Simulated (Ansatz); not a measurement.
# FSi2: the cost of one run

Method: def2-TZVPP, core rule «outside noble gas», up to 11 orbitals frozen; program: Ansatz 0.2.0, Gaussian basis.

Plan: UHF; ROHF; CCSD(T) on UHF.

## (1) The system

The geometry is a PBE0/def2-TZVP stationary point (not a proven minimum) of the parent state, kept for this charge and spin.

3 atoms, charge 1, spin multiplicity 5.

Atoms are counted from 1 here; the program's logs count them from 0.

Bond lengths: F1–Si2 1.608 Å, Si2–Si3 2.332 Å. Angles: F1–Si2–Si3 112.2°.

## (2) UHF

Input file in.yaml:

```yaml
crystal:
  periodic: [false, false, false]
  atoms:
    - {symbol: F, position_ang: [0.000000, -0.606197, 1.621189]}
    - {symbol: Si, position_ang: [0.000000, 0.594494, 0.550881]}
    - {symbol: Si, position_ang: [0.000000, -0.184433, -1.647532]}
basis:
  gaussian: {orbitals: def2-TZVPP}
total_charge: 1
magnetization: {spin_polarized: true, initial_magnetization: 4}
hamiltonian: {xc: hf}
output: {orbitals: {seedname: orbitals}}
```

Command:

```bash
$ ansatz run in.yaml --threads 1 --pin off --events-out ev --progress --plain --max-ram 4096MiB --backend cpu
```

What time and memory should one allow on 1 thread of AMD EPYC 7R13, shared host?

About 6 s, with a peak of 0.31 GiB.
